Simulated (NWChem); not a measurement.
Species: C$_{2}$H$_{6}$S anion, doublet; SMILES of the neutral closed-shell parent CCS

```xyz
9

C      0.3756    -1.6544    -0.0107
C     -0.6310    -0.5054    -0.0427
S      0.1389     1.1675    -0.0669
H     -0.1450    -2.6316    -0.0128
H      0.9899    -1.5922     0.9018
H      1.0480    -1.6104    -0.8827
H     -1.2785    -0.5817    -0.9271
H     -1.2715    -0.5498     0.8637
H     -0.0339     1.2450     1.4483
```
Atoms are numbered in this order, from 1.

Program: NWChem. Pople sets run with spherical d functions. Spin-unrestricted. Sets without diffuse functions describe the anion's extra electron poorly. The geometry was optimised at B3LYP/def2-SVPD, spin-unrestricted. No frequency run checked for a minimum. This spin state was assumed; another may lie lower. No stability test was run on the SCF state. The highest occupied level is positive in some or all of these runs, so the extra electron may be held by the finite basis. Level MN15/6-31G*: energy and gradient on several grids; changes count from the extra-fine grid, which is no exact limit either.

```csv
grid,size of the energy change (μHa),largest change of a gradient component (μHa/bohr),"time, medium = 1 (rough)"
coarse,100,300,about 1
medium,< 10,100,about 1
fine,< 10,< 30,about 1
xfine,< 10,< 30,4
```
